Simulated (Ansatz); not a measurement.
# What a trial cell of Al2C3 relaxes into

Theory: DFT PBE, scalar-relativistic, plane waves, PAW (Ansatz). Cutoff 420 eV, Γ-centred k mesh, Gaussian smearing, no spin polarisation in the final step.

Al2C3 was placed on the sites of a reported Ga3Ni2 cell (P-3m1, No. 164), with Al in place of Ni, C in place of Ga, at a guessed volume.

```xyz
5
Lattice="3.6460 0.0000 0.0000 -1.8230 3.1575 0.0000 0.0000 0.0000 4.4022" Properties=species:S:1:pos:R:3 pbc="T T T"
Al    0.0000    2.1050    0.6075
Al    1.8230    1.0525    3.7947
C     0.0000    0.0000    0.0000
C     0.0000    2.1050    2.7514
C     1.8230    1.0525    1.6508
```

Cell and atoms relax at zero pressure; the relaxation can't lower the symmetry of the start. After a coarse first stage the cell is made exact in the group found at 0.06 Å.

The zero of energy is the elements' standard structures at the same level; no fitted shifts are applied.

(1) Which crystal results?

(2) What are its volume, energy, density and gap?

Results:

(1) It keeps P-3m1 (No. 164), but not the shape of the type it started on. Conventional cell: a = 2.865 Å, c = 6.097 Å. Al has 3 C at 1.97 Å; C on Wyckoff site a (1 atom of the primitive cell) is coordinated by 6 Al at 1.97 Å; C on Wyckoff site d (2 atoms of the primitive cell) is coordinated by 3 C at 1.75 Å.

Space group P-3m1 (No. 164). a = 2.865 Å, b = 2.865 Å, c = 6.097 Å, α = 90.00°, β = 90.00°, γ = 120.00°
```json
{"atom": "Al", "site": "2d", "symmetry": "3m.", "x": "0.3333", "y": "0.6667", "z": "0.1740"}
{"atom": "C", "site": "1a", "symmetry": "-3m.", "x": "0.0000", "y": "0.0000", "z": "0.0000"}
{"atom": "C", "site": "2d", "symmetry": "3m.", "x": "0.3333", "y": "0.6667", "z": "0.5473"}
```

(2) The volume per atom is 8.67 Å³ and the density is 3.45 g/cm³. The energy over the elements is 0.65 eV/atom and the gap on the 18×18×6 mesh is 0 eV (a metal).

The final run used a 18×18×6 mesh on its 5-atom cell and 0.10 eV smearing. For metals, differences of a few meV/atom aren't resolved. A structure relaxed within its symmetry needn't be a true minimum.

Cost: 3 runs of about 1.4 core-minutes in all, on AMD EPYC 7R43 (Zen 3) (shared hosts).